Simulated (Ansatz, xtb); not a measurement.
# Relative energy of two conformers of FH5NP3

We compare a, `NP(F)PP`, a singlet, with b, `NP(F)PP`, a singlet. Both are isolated molecules in the gas phase, relaxed with PBE0-D3(BJ)/def2-SVP.

a (Å):

```
atom    x (Å)    y (Å)    z (Å)
   F  -0.9883   0.5536  -1.4713
   N   0.0416   0.0135  -3.8382
   P  -0.3634   1.2788  -2.8165
   P   1.6785   1.4864  -1.9223
   P   0.9884   2.6763  -0.1524
   H  -0.6364  -0.2670  -4.5389
   H   0.6651  -0.7371  -3.5515
   H   1.9903   2.6383  -2.7112
   H   0.8853   1.5244   0.6833
   H   2.3237   2.9575   0.2771
```

b (Å):

```tsv
atom	x (Å)	y (Å)	z (Å)
F	0.9499	0.5490	-2.3763
N	-1.3135	0.0690	-1.1222
P	0.1991	0.7811	-0.9333
P	1.0930	-1.0043	0.0725
P	0.0446	-0.5725	2.0082
H	-2.0813	0.6728	-1.3970
H	-1.4147	-0.8821	-1.4697
H	2.2873	-0.3139	0.4482
H	0.8878	-1.4517	2.7577
H	-0.9449	-1.5812	1.8035
```

Estimate which is lower in electronic energy at CCSD(T)/def2-SVP + ΔMP2/def2-TZVPP, and by roughly how much.

Too close to call at this level: CCSD(T)/def2-SVP + ΔMP2/def2-TZVPP gives E(b) − E(a) = −0.46 kcal/mol.

Level by level:

```json
{"level": "PBE0-D3(BJ)/def2-SVP", "geometry": "PBE0-D3(BJ)/def2-SVP", "E(b) − E(a) (kcal/mol)": "−0.02", "departure from the last row (kcal/mol)": "+0.44", "job, with rough time for the two": "optimisation, 56 s"}
{"level": "HF/def2-SVP", "geometry": "PBE0-D3(BJ)/def2-SVP", "E(b) − E(a) (kcal/mol)": "+0.09", "departure from the last row (kcal/mol)": "+0.55", "job, with rough time for the two": "part of the CCSD(T) run"}
{"level": "MP2/def2-SVP", "geometry": "PBE0-D3(BJ)/def2-SVP", "E(b) − E(a) (kcal/mol)": "−0.06", "departure from the last row (kcal/mol)": "+0.40", "job, with rough time for the two": "part of the CCSD(T) run"}
{"level": "CCSD(T)/def2-SVP", "geometry": "PBE0-D3(BJ)/def2-SVP", "E(b) − E(a) (kcal/mol)": "0.00", "departure from the last row (kcal/mol)": "+0.47", "job, with rough time for the two": "single point"}
{"level": "CCSD(T)/def2-SVP + ΔMP2/def2-TZVPP", "geometry": "PBE0-D3(BJ)/def2-SVP", "E(b) − E(a) (kcal/mol)": "−0.46", "departure from the last row (kcal/mol)": "", "job, with rough time for the two": "single point, 18 s"}
```

The largest departure from CCSD(T)/def2-SVP + ΔMP2/def2-TZVPP is that of HF/def2-SVP, 0.55 kcal/mol. Levels run at GFN2-xTB geometries aren't shown. The last row adds to CCSD(T) the change of the MP2 difference between the two basis sets, here −0.47 kcal/mol.

With harmonic frequencies from PBE0-D3(BJ)/def2-SVP (ideal gas, rigid rotor, one conformer each, 298.15 K, 1 atm): on the last row, ΔE + ΔZPE = −0.45, ΔH = −0.45, ΔG = −0.46 kcal/mol.

The correlated steps freeze 17 core orbitals. Programs: Ansatz 0.2.0; the last row on 2 threads of Intel(R) Xeon(R) 6975P-C (Granite Rapids) on a shared host.
